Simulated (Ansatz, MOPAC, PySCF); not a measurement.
Species: C$_{2}$Cl$_{4}$, charge 0, multiplicity 1. SMILES: ClC(=C(Cl)Cl)Cl
Geometry: optimised at B3LYP-D3(BJ)/def2-TZVP (Ansatz, a quantum-chemistry and plane-wave program).

Quantity: enthalpy of formation at 298 K, in kcal/mol. Set-up: 6-311+G** with 5d, 6d on Na to Ar in Ansatz; LANL2DZ with its own core potentials from Na on; spin-orbit terms left out; non-relativistic; dispersion terms only where a functional's name holds one; UHF or UKS for open shells; 6-31G* and kin with 6d, 5d where marked; frozen cores in correlated levels. First-principles rows: single points at B3LYP-D3(BJ) geometries (Ansatz), with unscaled harmonic terms from B3LYP/6-31G* at its own minima, enthalpies of formation by atomisation with measured atoms. Semi-empirical rows: MOPAC heats of formation at their own minima for 298 K. The Hartree-Fock reference of ClC(Cl)=C(Cl)Cl is unstable towards a lower, spin-broken solution.

Measured values: G2/97 table in ASE (Curtiss et al.); they hold spin-orbit and core effects, anharmonicity. 

Value to compare with, the measured value: -3.0 kcal/mol.

| level | program | enthalpy of formation at 298 K (kcal/mol) | error |
|---|---|---|---|
| MNDO | MOPAC | -8.0 | -5.0 |
| HF/STO-3G | Ansatz | 160.6 | 163.6 |
| HF/6-31G* | Ansatz | 181.5 | 184.5 |
| BP86/6-31G* (5d) | PySCF | -19.8 | -16.8 |
| B3LYP/6-31G* | Ansatz | 17.3 | 20.3 |
| B3LYP/cc-pVDZ | Ansatz | 22.1 | 25.1 |
| PBE0/6-31G* | Ansatz | -8.6 | -5.6 |
| M06-2X/6-311+G** | PySCF | 2.9 | 5.9 |
| MP2/LANL2DZ | Ansatz | 140.2 | 143.2 |
| MP2/6-311+G** | Ansatz | 9.4 | 12.4 |
| PBE/def2-TZVPD | Ansatz | -37.8 | -34.8 |

Among the 10 habitual levels, HF/6-31G* lies farthest from the measured value (184.5 kcal/mol); 7 of 10 lie above it, and their mean absolute error is 58.2 kcal/mol, the median 18.6. One case shows no general order.

The levels are drawn from those run, B3LYP/6-31G* more often than the rest, none by its result; runs whose electronic state is in doubt are left out.
